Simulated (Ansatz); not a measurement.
**Si2H2+ (doublet): wave-function methods side by side, cc-pVDZ**

How much of the correlation energy of Si2H2+ (doublet) does each wave-function method recover here?

The runs use Ansatz 0.2.0, Gaussian basis; cc-pVDZ, core rule «outside noble gas», up to 10 orbitals frozen.

Plan: UHF; CCSD(T) on ROHF; CCSD(T) on UHF; BCCD(T) on ROHF; CISD; CCSDT(Q) on ROHF; CCSDT(Q) on UHF; CCSDTQ on ROHF; CASSCF and MRCISD+Q, 9 electrons in 10 orbitals; CASSCF and MRCISD+Q(relaxed), 9 electrons in 10 orbitals; CASSCF and NEVPT2, 9 electrons in 10 orbitals.

4 further runs of the same task are left out: 4 set aside as unsound or not needed.

## 1. The geometry

The geometry is a PBE0/def2-TZVP stationary point (not a proven minimum) of the parent state, kept for this charge and spin.

4 atoms, charge 1, spin multiplicity 2.

Atoms are counted from 1 here; the program's logs count them from 0.

Bond lengths: Si1–Si2 2.193 Å, Si1–H3 1.488 Å, Si1–H4 1.488 Å. Angles: Si2–Si1–H3 123.8°, Si2–Si1–H4 123.8°, H3–Si1–H4 112.4°.

## 2. UHF

Contents of in.yaml:

```yaml
crystal:
  periodic: [false, false, false]
  atoms:
    - {symbol: Si, position_ang: [0.000000, 0.000000, 1.029969]}
    - {symbol: Si, position_ang: [0.000000, 0.000000, -1.163327]}
    - {symbol: H, position_ang: [0.000000, 1.236053, 1.857961]}
    - {symbol: H, position_ang: [0.000000, -1.236053, 1.857961]}
basis:
  gaussian: {orbitals: cc-pVDZ}
total_charge: 1
magnetization: {spin_polarized: true, initial_magnetization: 1}
hamiltonian: {xc: hf}
output: {orbitals: {seedname: orbitals}}
```

Command:

```console
$ ansatz run in.yaml --threads 1 --pin off --events-out ev --progress --plain --max-ram 4096MiB --backend cpu
```

The runs that follow: CCSD(T) on ROHF; CCSD(T) on UHF; BCCD(T) on ROHF; CISD; CCSDT(Q) on ROHF; CCSDT(Q) on UHF; CCSDTQ on ROHF; CASSCF and MRCISD+Q, 9 electrons in 10 orbitals; CASSCF and MRCISD+Q(relaxed), 9 electrons in 10 orbitals; CASSCF and NEVPT2, 9 electrons in 10 orbitals.

Q: Predict the results of all the runs planned. Wanted: RCCSDTQ below the RHF energy; RMP2 from RCCSDTQ; UMP2 from RCCSDTQ; RCCSD from RCCSDTQ; RCCSD(T) from RCCSDTQ; UCCSD(T) from RCCSDTQ; RCCSDT(Q) from RCCSDTQ; UCCSDT(Q) from RCCSDTQ; NEVPT2 valence from RCCSDTQ.

**Answer**, as computed:

| quantity | value |
| --- | --- |
| RCCSDTQ below the RHF energy | -5.0677 eV |
| RMP2 from RCCSDTQ | +1281.3 meV |
| UMP2 from RCCSDTQ | +1289.2 meV |
| RCCSD from RCCSDTQ | +195.5 meV |
| RCCSD(T) from RCCSDTQ | +46.8 meV |
| UCCSD(T) from RCCSDTQ | +46.8 meV |
| RCCSDT(Q) from RCCSDTQ | +1.2 meV |
| UCCSDT(Q) from RCCSDTQ | +0.8 meV |
| NEVPT2 valence from RCCSDTQ | +850.6 meV |
| MRCISD+Q valence from RCCSDTQ | +27.0 meV |
| MRCISD+Q(relaxed) valence from RCCSDTQ | -20.4 meV |
| levels within 1 kcal/mol (43 meV) | RCCSDT, UCCSDT, RCCSDT(Q), UCCSDT(Q), MRCISD+Q valence, MRCISD+Q(relaxed) valence |
| T1 diagnostic | 0.021 |
| effectively unpaired electrons | 1.07 |

**Reading.** RCCSD(T) lands +46.8 meV from the yardstick (0.9 % of the correlation energy). One determinant dominates. Of the multireference levels listed MRCISD+Q(relaxed) valence comes nearest in total energy (-20.4 meV), which doesn't show that its space is the better one. Coupled cluster took another determinant than the lowest Hartree-Fock one. These misses are within one basis, not against nature; the frozen cores of restricted and unrestricted runs differ, which can shift their rows.
